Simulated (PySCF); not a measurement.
Nuclear quadrupole coupling in `C=C[S-]`

Species: C2H3S (charge -1).
Structure used (PBE0-D3(BJ)/def2-SVP), in Å, numbered top down from 1:
```
atom  x, y, z in Å
C1    -0.724   -0.176   -0.048
C2     0.583    0.203    0.004
S3     2.009   -0.753    0.071
H4    -1.002   -1.237   -0.056
H5    -1.530    0.568   -0.088
H6     0.733    1.303    0.005
```

Field gradients from the PBE0/pcSseg-1 density (PySCF, non-relativistic), principal values in atomic units, ordered |Vxx| ≤ |Vyy| ≤ |Vzz|:

```json
{"atom": "S3", "Vxx": "-0.5624", "Vyy": "-1.7700", "Vzz": "2.3325"}
```

Problem. Find the asymmetry η = (Vxx − Vyy)/Vzz and the couplings χ = eQV/h (234.96 MHz × Q in barn × V in au), with Q(33S) = −0.0678 b.

Solution. 
```json
{"atom": "S3", "environment": "sulfur bonded to C", "nucleus": "33S", "η": "0.52", "χzz (MHz)": "-37.16", "χxx (MHz)": "8.96", "χyy (MHz)": "28.20"}
```

Problem. What is Vzz at S3 in SI units (1 au = 9.71736 × 10²¹ V/m²)?

Solution. 2.3325 au = 22.665 × 10²¹ V/m².

Problem. And the gradient at the other heavy atoms, for which no coupling is worked out here?

Solution. 
| atom | environment | Vzz (au) | η |
| --- | --- | --- | --- |
| C1 | carbon bonded to C and 2 H | 0.083 | 0.67 |
| C2 | alkene CH carbon | 0.329 | 0.64 |

Problem. What couplings would deuterons (Q(2H) = 0.00286 b) have in place of the hydrogens, at this geometry?

Solution. 
| atom | bonded to | bond length (Å) | Vzz (au) | η | χzz (kHz) |
| --- | --- | --- | --- | --- | --- |
| H4 | C1 | 1.097 | 0.3161 | 0.09 | 212 |
| H5 | C1 | 1.098 | 0.3162 | 0.11 | 213 |
| H6 | C2 | 1.110 | 0.2877 | 0.04 | 193 |

Isolated species at its PBE0-D3(BJ)/def2-SVP geometry, gas phase. The pcSseg-1 basis has no diffuse functions, a weakness for an anion. The HOMO energy is positive at this level (+0.26 eV), so the outermost electrons may be held by the finite basis alone. With so small a basis the couplings can be 20 % off.

These values come from a run that also computed NMR shieldings. On one thread, Arm Neoverse V1 (aarch64), no GPU (shared host), this took 2.9 s and 0.33 GiB of memory at its peak.
